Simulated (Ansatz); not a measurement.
Cohesive energy (eV/atom) along a series of related solids, from RPBE (plane waves, PAW; Ansatz, a first-principles code); r²SCAN in Ansatz (plane waves, PAW).

```json
[
 {"solid": "hcp Sc", "RPBE": "3.73", "r²SCAN": "3.99", "measured": "3.93"},
 {"solid": "hcp Ti", "RPBE": "4.82", "r²SCAN": "4.67", "measured": "4.88"},
 {"solid": "bcc V", "RPBE": "4.85", "r²SCAN": "4.67", "measured": "5.34"},
 {"solid": "bcc Fe", "RPBE": "4.29", "r²SCAN": "4.66", "measured": "4.32"},
 {"solid": "hcp Co", "RPBE": "4.38", "r²SCAN": "4.70", "measured": "4.47"},
 {"solid": "fcc Ni", "RPBE": "4.17", "r²SCAN": "4.65", "measured": "4.48"},
 {"solid": "fcc Cu", "RPBE": "3.04", "r²SCAN": "3.89", "measured": "3.52"},
 {"solid": "hcp Zn", "RPBE": "0.74", "r²SCAN": "1.47", "measured": "1.38"}
]
```

r²SCAN less measured, from the printed values: hcp Sc +0.06 eV/atom, hcp Ti -0.21 eV/atom, bcc V -0.67 eV/atom, bcc Fe +0.34 eV/atom, hcp Co +0.23 eV/atom, fcc Ni +0.17 eV/atom, fcc Cu +0.37 eV/atom, hcp Zn +0.09 eV/atom.

A member of the series is missing where a level wasn't run or failed, where a doubt is noted on the run or the magnetic state, for phases of high temperature or layered ones, and where values are held back for tests.

Ansatz's runs of these crystals have no spin polarisation, but for bcc Fe, hcp Co, fcc Ni. Meta-GGAs and exact exchange favour moments, which can bear on hcp Sc, hcp Ti, bcc V, bcc Fe, hcp Co, fcc Ni.

Density-functional runs with spin start from parallel moments for bcc Fe, parallel moments for hcp Co, parallel moments for fcc Ni.

Free atoms are spin-polarised, in the lowest state found; at levels without +SOC their spin–orbit coupling is left out. Each level is taken at its own relaxed cell. Ansatz's density-functional and Hartree–Fock values are scalar-relativistic unless marked +SOC, with PAW data made under PBE.

Measured values are for low temperature or corrected to a static lattice. References as tabulated in Jana et al. (2018), arXiv:1807.00350; Mejia-Rodriguez and Trickey (2018), arXiv:1807.09216; Harl et al. (2010), doi:10.1103/physrevb.81.115126.
